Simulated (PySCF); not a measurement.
An EPR job on phenoxyl, `[O]c1ccccc1`.

Method: UKS B3LYP, IGLO-III on C O, pcH-1 on H, non-relativistic, mean-field spin-orbit, GIAO (PySCF 2.14.0). Geometry: PBE0-D3(BJ)/def2-SVP. A driver script takes a list of jobs; this job's settings line and coordinates (Å) are shown.

Input:
```
{"job": {"kind": "epr"}, "charge": 0, "multiplicity": 2}
O      2.500197     0.916896     0.152015
C      1.332564     0.488662     0.081726
C      0.283505     1.254163    -0.566275
C     -1.002721     0.769427    -0.644133
C     -1.321065    -0.485732    -0.090756
C     -0.334805    -1.260226     0.549989
C      0.958840    -0.797616     0.640944
H      0.567578     2.222497    -0.983946
H     -1.783062     1.354931    -1.136262
H     -2.344118    -0.862536    -0.159383
H     -0.603674    -2.230941     0.973604
H      1.749152    -1.370894     1.130428
```

Output:
```
UKS, coarse grid
  cycle   1  E = -306.79339201  |g| = 6.05e-01
  cycle   2  E = -305.35227387  |g| = 1.75e+00
  cycle   3  E = -306.89936511  |g| = 2.80e-01
  cycle   4  E = -306.93643358  |g| = 1.51e-01
  cycle   5  E = -306.94690017  |g| = 7.29e-02
  cycle   6  E = -306.94943504  |g| = 2.32e-02
  cycle   7  E = -306.94992215  |g| = 8.45e-03
  cycle   8  E = -306.95004129  |g| = 4.71e-03
  cycle   9  E = -306.95006239  |g| = 1.49e-03
  cycle  10  E = -306.95006392  |g| = 5.24e-04
UKS, final grid
  cycle   1  E = -306.95005288  |g| = 5.98e-04
  cycle   2  E = -306.95005267  |g| = 1.06e-03
  cycle   3  E = -306.95005309  |g| = 1.95e-04
  cycle   4  E = -306.95005312  |g| = 8.55e-05
  cycle   5  E = -306.95005313  |g| = 5.41e-05
  cycle   6  E = -306.95005314  |g| = 2.63e-05
E = -306.95005314 Eh   <S^2> = 0.7866 (exact 0.7500)
g shifts (ppm)      1          2          3
  rmc          -210       -210       -210
  gc             -1         46         46
  oz_so          -4       2585       9040
  total        -215       2421       8877
hyperfine (MHz)  atom isotope    a_iso     a_fc   dipolar eigenvalues
    0   17O     -27.04     -27.04   -124.76     62.24     62.53
    1   13C     -34.67     -34.67    -11.04      2.17      8.87
    2   13C      22.02      22.02    -23.68    -22.47     46.15
    3   13C     -25.49     -25.49    -19.00      8.52     10.48
    4   13C      33.63      33.63    -31.54    -29.43     60.97
    5   13C     -25.48     -25.48    -18.97      8.51     10.47
    6   13C      22.02      22.02    -23.67    -22.45     46.12
    7    1H     -20.47     -20.47     -9.67     -2.35     12.02
    8    1H       7.96       7.96     -2.94     -0.98      3.92
    9    1H     -26.87     -26.87    -15.45     -0.49     15.94
   10    1H       7.95       7.95     -2.94     -0.98      3.92
   11    1H     -20.45     -20.45     -9.68     -2.34     12.02
```

rmc, gc and oz_so are the mass-correction, gauge-correction and orbital-Zeeman/spin–orbit parts of the g shift along its three principal axes; a_iso is the isotropic hyperfine coupling and a_fc its Fermi-contact part. The program numbers atoms from 0.

Problem. Get g_iso from the total shifts.

Solution. Their mean is 3694 ppm; added to g_e = 2.002319 it gives 2.00601.

Problem. How far is ⟨S²⟩ from the pure-spin value?

Solution. S = 0.5 gives S(S+1) = 0.75; the run has 0.7866, 0.0366 more.

In short: ⟨S²⟩ 0.787; g_iso 2.0060.

Geometry: PBE0-D3(BJ)/def2-SVP; no solvent, vibrations or thermal averaging.

Hardware: an x86-64 server with one thread, on a shared host. Cost: 58 s wall.
Labels such as C1 count atoms from 1, the log's own numbers from 0.
